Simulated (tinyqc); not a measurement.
Inside a calculation. Method: extended Hueckel theory, for CH3+. The parameters take no account of the charge, which enters only through the electron count. One step of it, computed by the program tinyqc.

Question. Orbitals. Solve H C = S C e through S^(-1/2); fill by pairs from the bottom, a degenerate level sharing its electrons equally; each orbital has its largest coefficient positive (the first on a tie).

H (eV):
```
             1C 2s      1C 2px      1C 2py      1C 2pz       2H 1s       3H 1s       4H 1s
1C 2s   -21.400000    0.000000    0.000000    0.000000  -14.682774  -14.685349  -14.685349
1C 2px    0.000000  -11.400000    0.000000    0.000000  -10.573161    5.283134    5.283134
1C 2py    0.000000    0.000000  -11.400000    0.000000    0.000000   -9.159967    9.159967
1C 2pz    0.000000    0.000000    0.000000  -11.400000    0.142495    0.142531    0.142531
2H 1s   -14.682774  -10.573161    0.000000    0.142495  -13.600000   -2.760713   -2.760713
3H 1s   -14.685349    5.283134   -9.159967    0.142531   -2.760713  -13.600000   -2.757908
4H 1s   -14.685349    5.283134    9.159967    0.142531   -2.760713   -2.757908  -13.600000
```

overlap S:
```
           1C 2s     1C 2px     1C 2py     1C 2pz      2H 1s      3H 1s      4H 1s
1C 2s   1.000000   0.000000   0.000000   0.000000   0.479438   0.479522   0.479522
1C 2px  0.000000   1.000000   0.000000   0.000000   0.483344  -0.241515  -0.241515
1C 2py  0.000000   0.000000   1.000000   0.000000   0.000000   0.418741  -0.418741
1C 2pz  0.000000   0.000000   0.000000   1.000000  -0.006514  -0.006516  -0.006516
2H 1s   0.479438   0.483344   0.000000  -0.006514   1.000000   0.115996   0.115996
3H 1s   0.479522  -0.241515   0.418741  -0.006516   0.115996   1.000000   0.115878
4H 1s   0.479522  -0.241515  -0.418741  -0.006516   0.115996   0.115878   1.000000
```

valence electrons = 6

Give: orbital energies; occupations; coefficients; sum of one-electron energies.

Answer.

orbital energies (eV): -24.1362  -15.7273  -15.7255  -11.4007  5.2497  5.2697  18.1798

occupations: 2.0000  2.0000  2.0000  0.0000  0.0000  0.0000  0.0000

coefficients:
```
           MO1      MO2      MO3      MO4      MO5      MO6      MO7
1C 2s   0.6803   0.0000  -0.0001   0.0092  -0.0002   0.0000   1.3452
1C 2px  0.0000   0.0000   0.5230   0.0000   1.1759   0.0000   0.0003
1C 2py  0.0000   0.5229   0.0000   0.0000   0.0000   1.1764   0.0000
1C 2pz  0.0007   0.0000   0.0000   0.9999   0.0000   0.0000  -0.0201
2H 1s   0.1994   0.0000   0.5076  -0.0033  -0.9957   0.0000  -0.7584
3H 1s   0.1994   0.4395  -0.2537  -0.0033   0.4979  -0.8626  -0.7584
4H 1s   0.1994  -0.4395  -0.2537  -0.0033   0.4979   0.8626  -0.7584
```

sum of one-electron energies = -111.1780 eV
